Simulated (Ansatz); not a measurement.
SiEtH3 (C₂H₈Si). The state is a singlet with charge 0. Geometry r2SCAN-D4/def2-TZVP; atoms count from 1.

```xyz
11

Si   -1.071   -0.371    0.935
C    -0.229    0.359   -0.576
C     1.288    0.142   -0.587
H    -0.461    1.429   -0.618
H    -0.683   -0.084   -1.470
H     1.749    0.569   -1.481
H     1.760    0.609    0.282
H     1.539   -0.921   -0.562
H    -0.479    0.198    2.177
H    -0.882   -1.847    0.970
H    -2.530   -0.082    0.931
```

Estimate the Mulliken populations from the PBE0/def2-TZVP orbitals of Ansatz.


| atom | charge (e) |
| --- | --- |
| Si1 | 0.15 |
| C2 | -0.32 |
| C3 | -0.37 |
| H4 | 0.12 |
| H5 | 0.12 |
| H6 | 0.13 |
| H7 | 0.13 |
| H8 | 0.13 |
| H9 | -0.03 |
| H10 | -0.03 |
| H11 | -0.03 |
Mulliken values depend strongly on the basis.

And the Mayer bond orders between heavy atoms (over 0.3)?

Si1–C2 1.02 (1.88 Å); C2–C3 0.99 (1.53 Å).
